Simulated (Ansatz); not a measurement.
Geometry optimisation, RKS r2SCAN/STO-3G in Ansatz 0.2.0.

input.yaml

```yaml
crystal:
  periodic: [false, false, false]
  atoms:
    - { symbol: C, position_ang: [-1.3842, -1.21814, -0.36701] }
    - { symbol: B, position_ang: [-0.34516, -0.32588, -0.08068] }
    - { symbol: C, position_ang: [0.74308, 0.64119, 0.20245] }
    - { symbol: H, position_ang: [-2.1958, -1.87238, -0.60781] }
    - { symbol: H, position_ang: [0.58988, 1.61824, -0.28032] }
    - { symbol: H, position_ang: [0.86197, 0.86009, 1.27437] }
    - { symbol: H, position_ang: [1.73022, 0.29687, -0.141] }
total_charge: 1
basis:
  gaussian: { orbitals: STO-3G }
hamiltonian:
  xc: r2scan
relax:
  f_tol: 0.02
  max_steps: 40
scf:
  lower_state_search: "off"
output:
  orbitals: {}
```

Command:

```bash
$ ansatz run input.yaml --threads 1 --pin off --max-ram 2048MiB --backend cpu --events-out ev --progress --plain --runs-dir out
```

**Question.** Where does it end, and by what steps?

**Answer.** The run converged. Limits of this set-up: minimal basis, the dipole of an ion depends on the origin. After 4 steps the energy has fallen by 0.115 eV; C3 moved furthest, 0.05 Å.

```csv
step,energy less start (eV),largest force component (eV/Å),accepted
0,0.0000,1.397,yes
1,-0.1084,0.353,yes
2,-0.1135,0.098,yes
3,-0.1147,0.029,yes
4,-0.1148,0.007,yes
```

```xyz
7
Properties=species:S:1:pos:R:3
C -1.402 -1.209 -0.382
B -0.324 -0.321 -0.071
C 0.788 0.632 0.233
H -2.240 -1.900 -0.623
H 0.551 1.598 -0.296
H 0.859 0.894 1.309
H 1.768 0.306 -0.170
```

Time of the run: 5 s on 1 CPU thread of a shared host.
